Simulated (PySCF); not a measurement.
Screening by computed properties: pick the candidate that meets the target.

Each SMILES stands for a single optimised conformer of the isolated species, non-relativistic unless stated. Electronic properties by PySCF.

The conformers computed, where there is a choice (atom-mapped SMILES and torsion angles):
- `[CH:1]#[C:2][C:3](=[O:4])[CH2:5][CH3:6]`: C2–C3–C5–C6 180°
- `[CH2:1]=[CH:2][C:3](=[CH2:4])[CH:5]=[O:6]`: C1–C2–C3–C4 180°, C2–C3–C5–O6 180°
- `[CH:1]#[C:2]/[CH:3]=[CH:4]/[O:5][CH3:6]`: C3–C4–O5–C6 0°

(1) Wanted: HOMO–LUMO gap above 10 eV (wB97X-D/def2-SVPD) and lowest singlet excitation above 4 eV (TDDFT wB97X-D/def2-SVPD), at GFN2-xTB geometries. Which candidate meets both?
A. `C=C(C=C)C=O` (C5H6O)
B. `P#C` (CHP)
C. `C#C/C=C/OC` (C5H6O)
D. `C(C#C)(=O)CC` (C5H6O)

(2) Wanted: HOMO energy below -9.4 eV (wB97X-D/def2-SVPD) and static isotropic polarisability below 64 au (wB97X-D/def2-SVPD), at GFN2-xTB geometries. Which candidate meets both?
A. `C#C/C=C/OC`
B. `N#Cc1pcccp1`
C. `C#CC(=O)CC`
D. `C=CC(=C)C=O`

(3) Wanted: smallest rotational constant above 1.9 GHz (GFN2-xTB) and electronic spatial extent ⟨r²⟩ about the centre of nuclear charge below 400 bohr² (wB97X-D/def2-SVPD), at GFN2-xTB geometries. Which candidate meets both?
A. `C#CC(=O)CC` (C5H6O)
B. `N#Cc1pcccp1` (C5H3NP2)
C. `C#C/C=C/OC` (C5H6O)
D. `C#P` (CHP)
E. `C=CC(=C)C=O` (C5H6O)

Answers

(1) B. Computed values:
```csv
species,HOMO–LUMO gap,lowest singlet excitation
C=C(C=C)C=O (C5H6O),8.74 eV,3.66 eV
C#C/C=C/OC (C5H6O),9.65 eV,5.68 eV
C(C#C)(=O)CC (C5H6O),9.89 eV,4.11 eV
P#C (CHP),10.36 eV,4.40 eV
```

(2) C. Computed values:
```
    species  HOMO energy  static isotropic polarisability
 C#CC(=O)CC     -9.87 eV                          61.3 au
N#Cc1pcccp1     -9.71 eV                         110.7 au
C=CC(=C)C=O     -9.11 eV                          66.0 au
 C#C/C=C/OC     -8.23 eV                          67.6 au
```

(3) D. Computed values:
```csv
species,smallest rotational constant,electronic spatial extent ⟨r²⟩ about the centre of nuclear charge
N#Cc1pcccp1 (C5H3NP2),0.886 GHz,1205 bohr²
C#C/C=C/OC (C5H6O),1.500 GHz,764 bohr²
C#CC(=O)CC (C5H6O),1.836 GHz,654 bohr²
C=CC(=C)C=O (C5H6O),1.934 GHz,616 bohr²
C#P (CHP),19.949 GHz,93 bohr²
```
